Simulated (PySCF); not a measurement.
# C5H7F: the cost of one run

Programs: PySCF 2.14.0, with density-fitted response routines of our own. Each step states its level of theory. These are calculated values for one molecule in the gas phase, unless marked as measured. Atoms count from 0, in the outputs and in this text.

## Step 1: The molecule as given

13 atoms, charge 0, multiplicity 1; geometry from: PBE0-D3(BJ)/def2-SVP.

Bonds of the start (Å): C0–C1 1.34, C1–C2 1.45, C2–F3 1.34, C2–C4 1.34, C4–C5 1.49, C0–H6 1.09, C0–H7 1.09, C1–H8 1.09, C4–H9 1.09, C5–H10 1.10, C5–H11 1.10, C5–H12 1.10.

## Step 2: Shielding tensors: PBE0/6-31G*

Job settings and geometry (Å):

```
{"job": {"kind": "nmr", "xc": "PBE0", "basis": "6-31G*", "pop": true}, "charge": 0, "multiplicity": 1}
C      2.118192     1.226959     1.046309
C      1.350857     0.796406     0.037401
C      0.115338     0.054290     0.213163
F     -0.211330    -0.184473     1.492570
C     -0.682600    -0.386566    -0.770589
C     -1.948187    -1.143853    -0.574513
H      3.038816     1.781970     0.855967
H      1.841800     1.033808     2.085338
H      1.632714     0.992067    -1.001392
H     -0.359428    -0.158960    -1.790150
H     -2.812763    -0.580978    -0.965508
H     -2.127977    -1.352494     0.488269
H     -1.925998    -2.102736    -1.118318
```

With the program's defaults for keys left out, this is: GIAO PBE0/6-31G* NMR shielding, non-relativistic, gas phase.

Started as:

```bash
$ OMP_NUM_THREADS=1 python probes_run.py task.json out
```

This one command runs all jobs of the session in turn.

**Question.** How long does this first job take on 1 thread of Arm Neoverse V1, shared host, and how much memory does it need?

About 7.3 s, with a peak of 0.55 GiB.
